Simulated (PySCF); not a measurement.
## Core-level binding energies of `[PH3+][SiH2]S`

H₆PSSi (charge +1).
Numbering: `[PH3+:1][SiH2:2][SH:3]`

Method used: PySCF 2.14.0, delta-SCF UKS SCAN, pcX-2 on the ionised atom, pcseg-1 elsewhere, spin-free X2C. Vertical ΔSCF values, vacuum level as zero.

Question: List the computed XPS lines with their assignment.

Answer: 
```
atom(s)                      environment     level  binding energy (eV)  2p1/2 (eV)  count
    Si2                     SiH2 silicon  Si 2p3/2               112.89      113.52      1
     P1  phosphorus bonded to Si and 3 H   P 2p3/2               143.68      144.57      1
    Si2                     SiH2 silicon     Si 1s              1852.73           –      1
     P1  phosphorus bonded to Si and 3 H      P 1s              2157.22           –      1
     S3        sulfur bonded to Si and H      S 1s              2482.15           –      1
```

Question: Which photon energy gives electrons from Si 2p3/2 of Si2 a kinetic energy of 20 eV, and what is their de Broglie wavelength?

Answer: hν = 112.89 + 20 = 132.89 eV, recoil neglected; λ = 12.264 Å/√(E/eV) = 2.74 Å.

Not every level is listed. The 2p values aren't plain energy differences: one relaxed spin-free 2p hole is combined with a matrix within the shell (ground-state 2p orbital-energy differences and spin–orbit coupling). 2p3/2, the mean of its two sublevels, lies a third of the splitting below the shell's mean and 2p1/2 two thirds above it; the statistical areas are 2:1. 2p1/2 minus 2p3/2 (ligand field included): P 0.89 eV, Si 0.63 eV. The species carries charge +1, so core ionisation leaves charge +2. Geometry: PBE0-D3(BJ)/def2-SVP, one conformer, isolated ion.

The values belong to the conformer `[PH3+:1][SiH2:2][SH:3]`: H–S3–Si2–P1 89°.
